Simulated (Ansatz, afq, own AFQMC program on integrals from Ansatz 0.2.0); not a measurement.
# Al$_{2}$H$_{2}$⁺, doublet: AFQMC among the cluster methods

```yaml
atoms:
  - { symbol: Al, position_ang: [0.0000, 0.0000, 1.1500] }
  - { symbol: Al, position_ang: [0.0000, 0.0000, -1.1500] }
  - { symbol: H, position_ang: [0.0000, 0.0000, 2.7245] }
  - { symbol: H, position_ang: [0.0000, 0.0000, -2.7245] }
```

Connectivity, by distances: AlH–AlH.

Basis cc-pVDZ. Only valence electrons are correlated. Ansatz 0.2.0 and our own AFQMC program on the same integrals; the CISD trial comes from CCSD amplitudes, and released means the phaseless constraint is let go. ± is one standard error of the sampling.

Determinant: UHF, the one that the program's search chose, which needn't be the lowest solution. The geometry is a PBE0/def2-TZVP stationary point of this or a neighbouring charge and spin state.

Full CI is exact in this basis; its frozen core comes from its own orbitals, which moves totals by up to a few meV.

Cautions: full CI with its own frozen core.

The T1 diagnostic is 0.0162, the weight of the determinant in the CISD state is 0.903 and the ⟨S²⟩ of the determinant is 0.760. The size of the correlated space is 7 electrons in 36 orbitals.

Reference: full CI, correlation energy -3.271 eV. The released energy is read at 2.40 1/Eh (meV from the phaseless value at times in 1/Eh: -1.7 ± 1.7 at 0.24, -2.9 ± 1.6 at 0.51, -4.9 ± 1.9 at 0.99, -7.3 ± 1.2 at 1.62, -7.0 ± 1.6 at 2.40). CCSDTQ lies 0.1 meV above full CI, in part by the other frozen core, which shifts every row alike, so rows that close can't be ranked against it.

```tsv
level	E − E(reference) (kJ/mol)	share of correlation (%)
HF	315.6	0.00
MP2	88.8	71.86
CCSD	10.0	96.83
CCSD(T)	3.0	99.06
CCSDT	0.4	99.89
CCSDT(Q)	0.1	99.98
CCSDTQ	0.0	100.00
ph-AFQMC/CISD	0.9 ± 0.2	99.72
released AFQMC	0.2 ± 0.2	99.93
```

CCSDT and higher add their correlation energy to the determinant of the CCSD(T) run, since their own runs factorise the integrals more tightly (a shift of under 2 meV). A walk keeps the symmetry of its determinant, which the program's search chose and which needn't be the lowest solution, so a lower state of the same spin and another symmetry isn't excluded. Released energies are given only where the last usable release times agree within the noise; a slower fall can still hide under it.
